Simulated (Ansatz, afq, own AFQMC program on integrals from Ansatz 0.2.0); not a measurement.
**AlBH$_{2}$, triplet in cc-pVDZ, levels against CCSDT(Q)**

```yaml
atoms:
  - { symbol: B, position_ang: [-1.0027, 0.0000, 0.9518] }
  - { symbol: Al, position_ang: [0.3530, 0.0000, -0.3921] }
  - { symbol: H, position_ang: [-0.1624, 0.0000, 1.7847] }
  - { symbol: H, position_ang: [1.4685, 0.0000, -1.4979] }
```

Connectivity, by distances: BH–AlH.

Basis cc-pVDZ. Only valence electrons are correlated. Integrals, coupled cluster, full CI and functionals: Ansatz 0.2.0; the random walks run on the same integrals in our own AFQMC program. ph-AFQMC/CISD is guided by a CISD state made of CCSD amplitudes; releasing the constraint for a short imaginary time cuts its bias at the price of noise, slowly where states lie close. Free AFQMC starts from the CCSD state and is never constrained. Its projection time is finite, and what remains of the start isn't in its error. Uncertainties: one standard error, sampling alone.

Determinant: UHF, the one that the program's search chose, which needn't be the lowest solution. The geometry is a point of a scan.

No full CI on the walks' own integrals is used here; CCSDT(Q) serves as the reference and is uncertain by about the last step of the cluster series.

Cautions: lower spins were not checked.

- T1 diagnostic: 0.0225
- weight of the determinant in the CISD state: 0.894
- ⟨S²⟩ of the determinant: 2.024
- size of the correlated space: 8 electrons in 36 orbitals

Reference: CCSDT(Q), correlation energy -4.189 eV. The released energy is read at 2.40 1/Eh (meV from the phaseless value at times in 1/Eh: -10 ± 11 at 0.24, -16 ± 9 at 0.51, -10 ± 9 at 0.99, -25 ± 12 at 1.62, -34 ± 12 at 2.40).

| level | E − E(reference) (kJ/mol) | share of correlation (%) |
| --- | --- | --- |
| HF | 404.2 | 0.00 |
| MP2 | 96.0 | 76.25 |
| CCSD | 17.0 | 95.79 |
| CCSD(T) | 4.3 | 98.93 |
| CCSDT | 0.8 | 99.81 |
| ph-AFQMC/HF | 5.5 ± 3.1 | 98.64 |
| ph-AFQMC/CISD | 0.5 ± 0.8 | 99.87 |
| released AFQMC | -2.7 ± 1.1 | 100.67 |
| free AFQMC | 0.4 ± 1.3 | 99.90 |

Free projections are given only where their last times agree within the noise and don't stop above the reference; a slow remainder of the start can still hide under it. A walk keeps the symmetry of its determinant, which the program's search chose and which needn't be the lowest solution, so a lower state of the same spin and another symmetry isn't excluded. Released energies are given only where the last usable release times agree within the noise; a slower fall can still hide under it.
